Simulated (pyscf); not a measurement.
H₃Si–SiH(SiH₃)–SiH₃ + Cl–B(Cl)–Cl → H₃Si–SiH(SiH₃)–SiH₂–Cl + Cl–BH–Cl (four-centre exchange; singlet surface; H–Si, B–Cl broken, Cl–Si, B–H formed). Structures and frequencies: ωB97X-D3(BJ)/def2-SVP in PySCF. Rate constants from transition-state theory, ωB97M-D3(BJ)/def2-TZVP energies (ideal gas, 1 atm, RRHO with modes under 100 cm⁻¹ raised to 100, one conformer, R ln 2 for rigid chiral ones; no tunnelling), k in cm³ molecule⁻¹ s⁻¹.

```json
[
 {"T (K)": "298", "1000/T": "3.354", "log10 k": "-31.45"},
 {"T (K)": "600", "1000/T": "1.667", "log10 k": "-23.26"},
 {"T (K)": "900", "1000/T": "1.111", "log10 k": "?"},
 {"T (K)": "1200", "1000/T": "0.833", "log10 k": "-18.79"}
]
```

**Question.** Fit an Arrhenius line to the three values, give the activation energy, and predict k at 900 K.

**Answer.** Least squares gives log10 k = -14.75 − 5.00 × 1000/T, so Ea = 5.00 × ln 10 × 1.987 = 22.9 kcal/mol, against an electronic barrier of 18.9. At 900 K the line gives -20.31; the computed value is -20.35 (ΔG‡ = 60.6 kcal/mol), close to the line. One saddle was located; it need not be the lowest between these sides.
